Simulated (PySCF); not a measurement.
**wB97X-V/STO-6G run of PN (phosphorus nitride)**

Aim: the energy change on altering one bond length of PN (phosphorus nitride) at wB97X-V/STO-6G, from 2 runs. The job is set up through a Python script.

The results are computed with PySCF 2.14.0.

14 further runs of the same task are left out: 4 that didn't finish, 10 set aside as unsound or not needed.

## (1) The molecule

PN: 2 atoms, total charge 0, spin state singlet. SMILES: `N#P`. Geometry: the measured bond length.

Bond lengths: N1–P2 1.491 Å.

## (2) A single-point energy at wB97X-V/STO-6G

geometry.xyz

```xyz
2
NP
N      0.000000     0.000000     0.000000
P      0.000000     0.000000     1.490866
```

input.py

```python
from pyscf import gto, dft

mol = gto.M(
    atom='geometry.xyz',
    verbose=4,
    basis='sto-6g',
    max_memory=1860,
    charge=0,
)

calc0 = dft.RKS(mol)
calc0.xc = 'wb97x-v'
calc0.nlcgrids.level = 1
calc0.conv_tol = 1e-10
calc0.grids.level = 5
calc0.kernel()
if not calc0.converged:
    calc0 = calc0.newton().run(calc0.mo_coeff, calc0.mo_occ)

energy = calc0.e_tot
print(f'total energy: {energy:.8f} hartree')
```

Launch:

```
OMP_NUM_THREADS=1 python input.py
```

What it wrote:

```text
PySCF version 2.14.0

[INPUT] num. atoms = 2
[INPUT] num. electrons = 22
[INPUT] charge = 0
[INPUT] spin (= nelec alpha-beta = 2S) = 0
[INPUT] symmetry False subgroup None
[INPUT] Mole.unit = angstrom
[INPUT] Symbol           X                Y                Z      unit          X                Y                Z       unit  Magmom
[INPUT]  1 N      0.000000000000   0.000000000000   0.000000000000 AA    0.000000000000   0.000000000000   0.000000000000 Bohr   0.0
[INPUT]  2 P      0.000000000000   0.000000000000   1.490866000000 AA    0.000000000000   0.000000000000   2.817328428426 Bohr   0.0

nuclear repulsion = 37.2693502612576
number of shells = 8
number of NR pGTOs = 84
number of NR cGTOs = 14
basis = sto-6g
ecp = {}

******** <class 'pyscf.dft.rks.RKS'> ********
method = RKS
initial guess = minao
damping factor = 0
level_shift factor = 0
DIIS = <class 'pyscf.scf.diis.CDIIS'>
diis_start_cycle = 1
diis_space = 8
diis_damp = 0
SCF conv_tol = 1e-10
SCF conv_tol_grad = None
SCF max_cycles = 50
direct_scf = True
direct_scf_tol = 1e-13
XC library pyscf.dft.libxc version 7.0.0
    S. Lehtola, C. Steigemann, M. J.T. Oliveira, and M. A.L. Marques.,  SoftwareX 7, 1–5 (2018)
XC functionals = wb97x-v
    N. Mardirossian and M. Head-Gordon.,  Phys. Chem. Chem. Phys. 16, 9904-9924 (2014)
radial grids:
    Treutler-Ahlrichs [JCP 102, 346 (1995); DOI:10.1063/1.469408] (M4) radial grids

becke partition: Becke, JCP 88, 2547 (1988); DOI:10.1063/1.454033
pruning grids: <function nwchem_prune>
grids dens level: 5
symmetrized grids: False
atomic radii adjust function: <function treutler_atomic_radii_adjust>
** Following is NLC and NLC Grids **
NLC functional = wb97x-v
radial grids:
    Treutler-Ahlrichs [JCP 102, 346 (1995); DOI:10.1063/1.469408] (M4) radial grids

becke partition: Becke, JCP 88, 2547 (1988); DOI:10.1063/1.454033
pruning grids: <function nwchem_prune>
grids dens level: 1
symmetrized grids: False
atomic radii adjust function: <function treutler_atomic_radii_adjust>
small_rho_cutoff = 0
Set gradient conv threshold to 1e-05
Initial guess from minao.
tot grids = 85704
tot grids = 11536
init E= -394.391688253605
  HOMO = -0.29312197664399  LUMO = 0.00377888547184102  gap/eV = 8.07908
cycle= 1 E= -394.438556551249  delta_E= -0.0469  |g|= 0.642  |ddm|= 2.41
  HOMO = -0.113078690469807  LUMO = 0.265544818179927  gap/eV = 10.30287
cycle= 2 E= -394.112348118441  delta_E= 0.326  |g|= 1.21  |ddm|= 2.02
  HOMO = -0.287216398122675  LUMO = 0.170877860219325  gap/eV = 12.46538
cycle= 3 E= -394.577646411942  delta_E= -0.465  |g|= 0.0241  |ddm|= 1.31
  HOMO = -0.294190533192957  LUMO = 0.179787182329624  gap/eV = 12.89759
cycle= 4 E= -394.57784209392  delta_E= -0.000196  |g|= 0.0109  |ddm|= 0.0431
  HOMO = -0.294356057648965  LUMO = 0.177988867094964  gap/eV = 12.85316
cycle= 5 E= -394.577876918945  delta_E= -3.48e-05  |g|= 0.00182  |ddm|= 0.0148
  HOMO = -0.294496838797638  LUMO = 0.177746679720588  gap/eV = 12.85040
cycle= 6 E= -394.577878001545  delta_E= -1.08e-06  |g|= 0.000192  |ddm|= 0.00378
  HOMO = -0.29448580830411  LUMO = 0.177768547450424  gap/eV = 12.85070
cycle= 7 E= -394.57787801169  delta_E= -1.01e-08  |g|= 8.46e-06  |ddm|= 0.000226
  HOMO = -0.294486145157744  LUMO = 0.177767098664911  gap/eV = 12.85067
cycle= 8 E= -394.577878011711  delta_E= -2.07e-11  |g|= 8.06e-07  |ddm|= 1.12e-05
  HOMO = -0.294486321771866  LUMO = 0.17776691099601  gap/eV = 12.85067
Extra cycle  E= -394.577878011711  delta_E=    0  |g|= 1.48e-06  |ddm|= 2.38e-06
converged SCF energy = -394.577878011711
total energy: -394.57787801 hartree
```

It took 6.6 s on 1 thread of Arm Neoverse V1, shared host; peak memory 0.16 GiB.

## (3) The distorted shape at the same level

run.py

```python
from pyscf import gto, dft

mol = gto.M(
    atom=[
    ('N', (0.000000, 0.000000, -0.298134)),
    ('P', (0.000000, 0.000000, 1.490866)),
],
    basis='sto-6g',
    verbose=3,
    charge=0,
    max_memory=1860,
    spin=0,
)

calc0 = dft.RKS(mol)
calc0.xc = 'wb97x-v'
calc0.nlcgrids.level = 1
calc0.conv_tol = 1e-10
calc0.grids.level = 5
calc0.kernel()
if not calc0.converged:
    calc0 = calc0.newton().run(calc0.mo_coeff, calc0.mo_occ)

e_final = calc0.e_tot
print(f'total energy: {e_final:.8f} hartree')
```

Launch:

```
OMP_NUM_THREADS=1 python run.py
```

What it wrote:

```text
converged SCF energy = -394.494974710554
total energy: -394.49497471 hartree
```

Wall time 7.5 s (1 thread of Arm Neoverse V1, shared host); peak memory 0.16 GiB.

## (4) What came out

At wB97X-V/STO-6G:

```
                                                         quantity          value
                                        first shape: total energy  -394.57788 Eh
                                       first shape: dipole moment         1.99 D
                                         first shape: HOMO energy       -8.01 eV
                                         first shape: LUMO energy        4.84 eV
                                       first shape: HOMO–LUMO gap       12.85 eV
                                    distorted shape: total energy  -394.49497 Eh
                                   distorted shape: dipole moment         1.80 D
                                     distorted shape: HOMO energy       -6.81 eV
                                     distorted shape: LUMO energy        3.47 eV
                                   distorted shape: HOMO–LUMO gap       10.28 eV
energy change with the N1–P2 bond stretched from 1.491 to 1.789 Å       2.256 eV
```

**Reading.** With the N1–P2 bond stretched from 1.491 to 1.789 Å the energy rises by 2.26 eV (218 kJ/mol). The first shape isn't relaxed at this level, so the change isn't measured from a minimum. The minimal basis adds a large error of its own.
